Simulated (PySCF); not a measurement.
## Functional benchmark on one molecule

Molecule: SMILES C(=C=C)C=C, C₅H₆.

Bonds (- single, = double, # triple, : aromatic): C1=C2 1.306 Å, C2=C3 1.318 Å, C3-C4 1.458 Å, C4=C5 1.340 Å. C1 carries H6, H7; C3 carries H8; C4 carries H9; C5 carries H10, H11. H10 is cis to C3; H11 is trans to C3.

Geometry PBE0-D3(BJ)/def2-SVP throughout; GIAO in PySCF 2.14.0 with density-fitted response routines, gas phase, one conformer, non-relativistic; equivalent atoms averaged; basis pcSseg-2.

Reference values (measured; solution, not stated per compound (mostly CDCl3 or CCl4); Pretsch, Buehlmann, Badertscher, Structure Determination of Organic Compounds, 4th ed. (2009)): δ(H9) = 6.31 ppm, δ(H11) = 4.99 ppm, δ(H10) = 5.19 ppm. Computed shifts are taken against TMS, calculated as an isolated molecule at each level.

Question: How do the functionals HF, LDA, PBE, BLYP, BP86, OPBE, KT2, KT3, B97-D, B3LYP, PBE0, mPW1PW91, WP04, B97-2, BHandHLYP, CAM-B3LYP, wB97X-D, LC-wPBE perform against the reference? Times are CPU seconds on shared hosts with different chips, so compare them loosely; the GGAs took longer than the global hybrids here, which isn't the general rule, and the cause wasn't traced.

Answer: 
```csv
functional,kind,H9,H11,H10,mean abs. error H,core-s
HF,Hartree–Fock,6.50,5.19,5.41,0.20,12
LDA,LDA,6.64,5.23,5.46,0.28,30
PBE,GGA,6.53,5.12,5.35,0.17,38
BLYP,GGA,6.44,5.03,5.28,0.09,37
BP86,GGA,6.50,5.11,5.34,0.15,39
OPBE,GGA,6.57,5.18,5.36,0.21,37
KT2,GGA,6.33,4.94,5.19,0.02,36
KT3,GGA,6.32,4.94,5.17,0.03,36
B97-D,GGA,6.43,5.05,5.28,0.09,37
B3LYP,global hybrid,6.47,5.10,5.33,0.14,24
PBE0,global hybrid,6.55,5.20,5.40,0.22,24
mPW1PW91,global hybrid,6.53,5.18,5.38,0.20,24
WP04,global hybrid,6.16,4.95,5.12,0.09,26
B97-2,global hybrid,6.48,5.13,5.34,0.15,29
BHandHLYP,global hybrid,6.48,5.15,5.36,0.17,24
CAM-B3LYP,range-separated hybrid,6.54,5.19,5.40,0.21,34
wB97X-D,range-separated hybrid,6.54,5.23,5.42,0.23,33
LC-wPBE,range-separated hybrid,6.64,5.37,5.53,0.35,44
```

For 1H the closest is KT2 (0.02 ppm, with KT3 practically level) and the furthest LC-wPBE (0.35 ppm). One molecule is a small sample, and vibrational and solvent effects are absent from the calculation.
